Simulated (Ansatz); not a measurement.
[AlH2···H···NH], triplet along the distance Al1-H4

Starting geometry:

```xyz
6

Al   -1.1426    0.0225    0.0000
H    -1.9356    1.3959    0.0000
H    -1.9356   -1.3509    0.0000
H     0.4432    0.0225    0.0000
N     2.2654    0.0225    0.0000
H     2.5345   -0.9817    0.0000
```

From there H4 is moved from one fragment to the other while all else, the fragments' distance too, stays fixed, so the hump isn't the reaction's barrier; atoms are numbered as listed. Energies are in kJ/mol, counted from the starting geometry at the same level. Kohn–Sham curves are unrestricted where that lies lower.

Basis cc-pVDZ; Ansatz 0.2.0. Only valence electrons are correlated (noble-gas cores frozen). R marks a restricted (for open shells ROHF) determinant, U an unrestricted one.

Full CI isn't at hand for all of this; UCCSDT(Q) serves as the reference, and is uncertain by about the last step of the cluster series.

```json
{"distance Al1-H4 (Å)": "1.475", "PBE": "14.3"}
{"distance Al1-H4 (Å)": "1.586", "PBE": "0.0"}
{"distance Al1-H4 (Å)": "1.698", "PBE": "-2.4"}
{"distance Al1-H4 (Å)": "1.809", "PBE": "-1.4"}
{"distance Al1-H4 (Å)": "1.921", "PBE": "-4.4"}
{"distance Al1-H4 (Å)": "2.033", "PBE": "-16.2"}
{"distance Al1-H4 (Å)": "2.145", "PBE": "-36.7"}
{"distance Al1-H4 (Å)": "2.256", "PBE": "-58.2"}
{"distance Al1-H4 (Å)": "2.368", "PBE": "-65.2"}
```

Q: Estimate the UCCSDT(Q) curve in cc-pVDZ from this one, knowing how PBE errs.

A: The computed UCCSDT(Q) values, in kJ/mol from the starting point, and the error of PBE against them:
```tsv
distance Al1-H4 (Å)	UCCSDT(Q)	PBE less UCCSDT(Q)
1.475	4.1	10.1
1.586	0.0	0.0
1.698	10.4	-12.8
1.809	25.6	-27.0
1.921	35.0	-39.4
2.033	28.7	-44.9
2.145	5.3	-42.0
2.256	-23.9	-34.3
2.368	-39.2	-25.9
```

The error spans 55.0 kJ/mol and is largest, -44.9 kJ/mol, at 2.033 Å.

In so small a basis the reference is far from its limit while semilocal and hybrid functionals are nearer theirs, so the functionals' errors here hold much of the reference's basis and frozen-core error, which can add to them or hide them.
